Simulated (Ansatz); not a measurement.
# Breaking a bond in HBS (hydrogen boron sulfide)

The species is HBS (3 atoms), meant as a singlet with charge 0. As SMILES, `B=S`. Geometry: relaxed at GFN2-xTB.

```xyz
3

B    -0.0410   -0.0161    0.1425
S     0.3953    0.1465   -1.3797
H    -0.3543   -0.1304    1.2371
```

The B1–S2 distance is scanned; the parts on either side stay rigid. Basis STO-3G, 6 core orbitals frozen in the correlated methods; program Ansatz 0.2.0. FCI is exact within this basis and core. Energies in eV from each method's value at 1.592 Å; methods without a U are spin-restricted; a dash marks a point that is missing or didn't converge. The shape above is that at 1.592 Å.

```csv
distance (Å),PBE,revPBE,r2SCAN,wB97M-V,CCSD(T),CCSDT,CCSDTQ,FCI
1.592,0.00,0.00,0.00,0.00,0.00,0.00,0.00,0.00
1.598,0.00,0.00,0.01,0.02,0.00,0.00,0.00,0.00
1.990,2.82,2.76,3.05,3.34,2.83,2.83,2.84,2.86
1.997,2.87,2.81,3.11,3.41,2.89,2.88,2.89,2.91
3.184,10.79,10.58,11.09,10.50,9.93,–,–,8.96
3.980,11.96,11.66,11.96,10.95,10.02,–,–,9.17
3.995,11.89,11.59,11.89,10.88,9.94,–,–,9.15
```

Departure from the FCI curve at its largest: PBE +2.79 eV at 3.98 Å; revPBE +2.49 eV at 3.98 Å; r2SCAN +2.79 eV at 3.98 Å; wB97M-V +1.78 eV at 3.98 Å; CCSD(T) +0.97 eV at 3.18 Å; CCSDT -0.03 eV at 2.00 Å; CCSDTQ -0.02 eV at 2.00 Å. Restricted functionals keep the electrons paired too, and rise too high.
